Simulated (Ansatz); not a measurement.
System (SMILES): F[C](F)F, doublet.
Atoms: C1, F2, F3, F4. Bonds: C1-F2, C1-F3, C1-F4.

Basis-set convergence of the optimised C1-F2 bond length at PBE with Ansatz (an electronic-structure program). All functions are spherical. Open shells are unrestricted. No added dispersion term, no relativity. Reference: the value in def2-QZVPP, 1.3318 Å, itself unsure by roughly 0.0001 Å (its distance from cc-pVQZ). Deviations are taken from unrounded values.

| basis | functions |
|---|---|
| cc-pVDZ | 56 |
| aug-cc-pVDZ | 92 |
| cc-pVTZ | 120 |
| jun-cc-pV(T+d)Z | 156 |
| aug-cc-pVTZ | 184 |
| cc-pVQZ | 220 |

Q: Which is the smallest correlation-consistent set listed that can be trusted to 0.005 Å here, that is, within that of the reference together with its larger relatives (same family, alike in diffuse functions; a set with none to test it counts only in the reference's own line)?

A: The smallest set listed that lies within 0.005 Å of the reference with all its larger relatives (same family, alike in diffuse functions; a set with none counts only in the reference's own line) is cc-pVTZ (120 functions, 0.0007 Å off). Value minus reference: cc-pVDZ 0.0066, aug-cc-pVDZ 0.0098, cc-pVTZ 0.0007, jun-cc-pV(T+d)Z 0.0005, aug-cc-pVTZ 0.0008, cc-pVQZ -0.0001 Å.
